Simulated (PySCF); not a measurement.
# Frontier levels across methods

Compound: C2H4OS2.
Z-matrix (Å and degrees, PBE0-D3(BJ)/def2-SVP geometry), rows numbered from 1:
```
C 
S   1  1.8157
O   2  1.4951  1  108.50
C   2  1.8110  1   97.50  3   112.00
S   4  1.6071  2  126.96  1    51.12
H   1  1.0985  2  108.72  3  -166.44
H   1  1.0985  2  107.65  3   -44.97
H   1  1.0975  2  106.36  3    73.69
H   4  1.1051  2  108.02  1  -135.78
```

Basis pcSseg-2 throughout (PySCF), one geometry. Isolated species at its PBE0-D3(BJ)/def2-SVP geometry (one conformer only).

How do the orbital energies, the gap and the dipole change with the method?

```csv
method,kind,HOMO (eV),LUMO (eV),gap (eV),μ (D),SCF cycles
BLYP,GGA,-5.58,-3.92,1.67,2.36,18
OPBE,GGA,-5.66,-3.98,1.69,2.19,19
B97-D,GGA,-5.70,-3.97,1.72,2.32,19
PBE,GGA,-5.71,-4.06,1.65,2.29,18
KT3,GGA,-5.81,-4.03,1.78,2.26,19
BP86,GGA,-5.81,-4.14,1.67,2.32,18
KT2,GGA,-5.81,-4.04,1.77,2.29,19
LDA,LDA,-5.86,-4.26,1.60,2.39,18
B97-2,global hybrid,-6.71,-3.28,3.43,2.47,16
B3LYP,global hybrid,-6.75,-3.43,3.31,2.54,17
PBE0,global hybrid,-6.96,-3.25,3.71,2.51,15
mPW1PW91,global hybrid,-6.98,-3.26,3.72,2.52,15
BHandHLYP,global hybrid,-8.13,-2.26,5.87,2.74,14
CAM-B3LYP,range-separated hybrid,-8.29,-2.15,6.14,2.68,16
wB97X-D,range-separated hybrid,-8.78,-1.50,7.28,2.58,17
LC-wPBE,range-separated hybrid,-9.56,-1.08,8.48,2.68,17
HF,Hartree–Fock,-9.90,0.30,10.20,2.84,12
```

The HOMO spans 4.32 eV, from BLYP down to HF, and the gap runs from 1.60 eV (LDA) to 10.20 eV (HF). Over the methods BLYP (0 %), OPBE (0 %), B97-D (0 %), PBE (0 %), KT3 (0 %), BP86 (0 %), KT2 (0 %), LDA (0 %), B97-2 (21 %), B3LYP (20 %), PBE0 (25 %), mPW1PW91 (25 %), BHandHLYP (50 %), HF (100 %), a straight line through the gap against the share of exact exchange rises by 0.85 eV for each 10 % (correlation coefficient 1.000). The dipole ranges from 2.19 D (OPBE) to 2.84 D (HF). This basis has no diffuse functions.

The vertical ΔSCF ionisation energy at PBE0/def2-SVPD is 8.95 eV; −ε(HOMO) comes closest to it with wB97X-D (8.78 eV).
